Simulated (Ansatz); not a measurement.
# AlH5Si: the cost of one run

The runs use Ansatz 0.2.0, Gaussian basis; PBE0-D4/def2-TZVP structures, single points in def2-TZVPP, no counterpoise correction.

Levels: SPW92, PBE-D4, BLYP-D4, r2SCAN-D4, B97M-V, PBE0-D4, B3LYP-D4, r2SCAN0-D4, BHLYP-D4, CAM-B3LYP-D4, wB97X-V, wB97M-V, B2PLYP, PBE-QIDH, RPA on PBE, Hartree-Fock, MP2, CCSD, CCSD(T).

Cores are frozen in the correlated methods. B3LYP uses VWN-RPA correlation. B2PLYP carries no dispersion term here.

79 further runs of the same task are left out: 1 that didn't finish, 78 set aside as unsound or not needed.

**1. Starting geometry**

The complex: 9 atoms, charge 0, spin multiplicity 1.

Atoms are counted from 1 here; the program's logs count them from 0.

Bond lengths: Al1–F2 2.071 Å, Al1–H3 1.585 Å, Al1–H4 1.585 Å, Al1–Si6 2.479 Å, F2–H5 0.961 Å, Si6–H7 1.541 Å, Si6–H8 1.489 Å, Si6–H9 1.489 Å. Angles: F2–Al1–H3 101.1°, F2–Al1–H4 101.1°, F2–Al1–Si6 81.9°, H3–Al1–H4 122.3°, H3–Al1–Si6 117.7°, H4–Al1–Si6 117.7°, Al1–F2–H5 97.5°, Al1–Si6–H7 98.9°, Al1–Si6–H8 120.4°, Al1–Si6–H9 120.4°, H7–Si6–H8 102.3°, H7–Si6–H9 102.3°, H8–Si6–H9 108.3°.

Geometry (Å):

```
atom    x (Å)    y (Å)    z (Å)
 Al1  -1.2124  -0.5532  -0.3933
  F2  -0.9003  -0.2007   1.6238
  H3  -1.3622  -2.1307  -0.4077
  H4  -2.4312   0.4159  -0.6874
  H5  -0.0144   0.1648   1.5521
 Si6   1.0744   0.3905  -0.5538
  H7   1.3257   0.6631   0.9422
  H8   2.2258  -0.4811  -0.9147
  H9   1.2946   1.7316  -1.1613
```

Its parts: AlSiH₅ holds atoms 1, 3, 4, 6, 7, 8, 9; HF holds atoms 2, 5. Each part counts its atoms afresh in its own runs.

**2. Relaxing AlSiH₅ alone**

relax-a/in.yaml reads:

```yaml
crystal:
  periodic: [false, false, false]
  atoms:
    - {symbol: Al, position_ang: [-1.212372, -0.553171, -0.393276]}
    - {symbol: H, position_ang: [-1.362242, -2.130656, -0.407702]}
    - {symbol: H, position_ang: [-2.431202, 0.415948, -0.687355]}
    - {symbol: Si, position_ang: [1.074385, 0.390542, -0.553811]}
    - {symbol: H, position_ang: [1.325740, 0.663072, 0.942165]}
    - {symbol: H, position_ang: [2.225816, -0.481145, -0.914719]}
    - {symbol: H, position_ang: [1.294635, 1.731558, -1.161313]}
basis:
  gaussian: {orbitals: def2-TZVP}
hamiltonian: {xc: pbe0, dispersion: d4}
relax: {f_tol: 0.005, max_steps: 200}
```

The run is started by

```sh
$ ansatz run in.yaml --threads 2 --pin off --events-out ev --progress --plain --max-ram 4352MiB
```

**Question.** How long does this run take on 2 threads of Intel Xeon Platinum 8259CL at 2.50GHz, shared host?

About 11 s.
